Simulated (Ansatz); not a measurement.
# C₂H₆OS: up Jacob's ladder to CCSD(T)

Aim: compute C₂H₆OS with functionals from several rungs and with coupled cluster. The yardstick is the atomisation energy at the CCSD(T) limit.

Computed with Ansatz 0.2.0, Gaussian basis. Level: functionals in def2-TZVPP, the program's frozen cores in correlated methods.

Levels to be run: LDA (SPW92), PBE-D4, revPBE-D4, BLYP-D4, r2SCAN-D4, B97M-V, PBE0-D4, B3LYP-D4, r2SCANh-D4, r2SCAN0-D4, HSE06-D4, BHLYP-D4, CAM-B3LYP-D4, LC-ωPBE, ωB97X-V, ωB97M-V, B2PLYP, PBE-QIDH; CCSD(T)/def2-SVP; CCSD(T)/def2-TZVPP; CCSD(T)/def2-QZVPP; extrapolation to the limit; RPA on PBE.

## 1. Structure used throughout

The geometry comes from an earlier relaxation with PBE0-D4 in a triple-zeta def2 set; it is a stationary point, not always the lowest conformer.

SMILES `OCCS`, 10 atoms, charge 0, spin multiplicity 1.

Atoms are counted from 1 here; the program's logs count them from 0.

Bond lengths: O1–C2 1.412 Å, O1–H5 0.960 Å, C2–C3 1.511 Å, C2–H6 1.098 Å, C2–H7 1.098 Å, C3–S4 1.814 Å, C3–H8 1.091 Å, C3–H9 1.091 Å, S4–H10 1.341 Å. Angles: C2–O1–H5 108.6°, O1–C2–C3 107.1°, O1–C2–H6 111.4°, O1–C2–H7 111.4°, C3–C2–H6 109.6°, C3–C2–H7 109.6°, H6–C2–H7 107.9°, C2–C3–S4 108.5°, C2–C3–H8 109.5°, C2–C3–H9 109.5°, S4–C3–H8 110.1°, S4–C3–H9 110.1°, H8–C3–H9 109.1°, C3–S4–H10 96.5°.

## 2. LDA

This LDA is Slater exchange with PW92 correlation.

File in.yaml:

```yaml
crystal:
  periodic: [false, false, false]
  atoms:
    - {symbol: O, position_ang: [1.330782, 1.101157, -0.711194]}
    - {symbol: C, position_ang: [0.023468, 0.760564, -0.301861]}
    - {symbol: C, position_ang: [0.080034, -0.649930, 0.237911]}
    - {symbol: S, position_ang: [-1.585258, -1.126238, 0.778271]}
    - {symbol: H, position_ang: [1.319916, 1.995342, -1.059568]}
    - {symbol: H, position_ang: [-0.340226, 1.439844, 0.481015]}
    - {symbol: H, position_ang: [-0.683046, 0.804977, -1.141728]}
    - {symbol: H, position_ang: [0.773523, -0.689603, 1.078785]}
    - {symbol: H, position_ang: [0.428101, -1.324831, -0.544961]}
    - {symbol: H, position_ang: [-1.264196, -2.362380, 1.186228]}
basis:
  gaussian: {orbitals: def2-TZVPP}
hamiltonian: {xc: lda}
output: {orbitals: {seedname: orbitals}}
```

Started as:

```
ansatz run in.yaml --threads 2 --pin off --events-out ev --progress --plain --max-ram 20480MiB --backend cpu
```

After this run come: PBE-D4 (GGA); revPBE-D4 (GGA); BLYP-D4 (GGA); r2SCAN-D4 (meta-GGA); B97M-V (meta-GGA); B3LYP-D4 (hybrid); r2SCANh-D4 (hybrid); r2SCAN0-D4 (hybrid); HSE06-D4 (hybrid); BHLYP-D4 (hybrid); CAM-B3LYP-D4 (range-separated); LC-ωPBE (range-separated); ωB97X-V (range-separated); ωB97M-V (range-separated); B2PLYP (double hybrid); PBE-QIDH (double hybrid); CCSD(T) in def2-SVP; CCSD(T) in def2-TZVPP; CCSD(T) in def2-QZVPP; RPA on PBE orbitals.

Q: Predict the results of all the runs planned. Wanted: atomisation energy, CCSD(T)/CBS; farthest beyond LDA; mean size of error, GGA; mean size of error, meta-GGA; mean size of error, hybrid; mean size of error, range-separated; mean size of error, double hybrid; gap, smallest and largest; T1 diagnostic.

As calculated:

```
                               quantity                                                                                               value
        atomisation energy, CCSD(T)/CBS                                                                                           37.564 eV
    functionals within 0.188 eV (0.5 %)  revPBE-D4, BLYP-D4, r2SCAN-D4, B97M-V, PBE0-D4, B3LYP-D4, HSE06-D4, CAM-B3LYP-D4, ωB97X-V, ωB97M-V
                    farthest beyond LDA                                                                                BHLYP-D4 (-1.271 eV)
                mean size of error, GGA                                                                                            0.370 eV
           mean size of error, meta-GGA                                                                                            0.017 eV
             mean size of error, hybrid                                                                                            0.383 eV
    mean size of error, range-separated                                                                                            0.123 eV
      mean size of error, double hybrid                                                                                            0.377 eV
              gap, smallest and largest                                                               5.02 eV (BLYP-D4), 12.37 eV (LC-ωPBE)
                          T1 diagnostic                                                                                              0.0098
triples share of the correlation energy                                                                                               3.8 %
```

LDA overbinds by 5.761 eV (15 %). PBE-D4 misses by +0.773 eV. Double hybrids carry the basis error of their MP2 part in triple zeta, and no dispersion term here, so their miss is partly the set-up's. The rungs meta-GGA, range-separated miss on average by less than the doubt on the reference (0.188 eV), so they tie. The reference freezes the cores and leaves out relativity and excitations past (T), so misses under about 0.188 eV can't be ranked. Hartree-Fock recovers 71 % of the binding; the rest is correlation. CCSD(T) in def2-SVP is off by -2.096 eV, so the small basis spoils what the method gains. Orbital gaps span 5.0 to 12.4 eV; exact exchange widens them.
